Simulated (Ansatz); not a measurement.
For fcc Ir, BLYP (Ansatz, a quantum-chemistry and plane-wave program, plane waves, PAW) gives:

- equilibrium lattice constant a = 3.936 Å
- bulk modulus B0 = 293 GPa
- cohesive energy = 6.11 eV/atom

Task: What does r²SCAN+rVV10 (PAW; Ansatz) give for the same quantities?

Result: 
- lattice constant a: 3.833 Å (shrinks by 2.6 %)
- bulk modulus: 389 GPa (rises by 33 %)
- cohesive energy: 7.60 eV/atom (goes up by 1.49 eV/atom)

For comparison: lattice constant a 3.831 Å (measured, static lattice: zero-point anharmonic expansion removed; as tabulated in Mejia-Rodriguez and Trickey (2018), arXiv:1807.09216); bulk modulus 365 GPa (measured, corrected for temperature and zero-point phonon effects; as tabulated in Levämäki et al. (2014), arXiv:1402.3671).

Changes are worked out from the printed values.

Unless a cell is named, each level is at its own relaxed cell (BLYP 15.24, r²SCAN+rVV10 14.08 Å³/atom).

Levels without +SOC leave out spin–orbit coupling, which shifts energies and cells of such heavy elements.

Ansatz's density-functional and Hartree–Fock values are scalar-relativistic unless marked +SOC, with PAW data made under PBE.
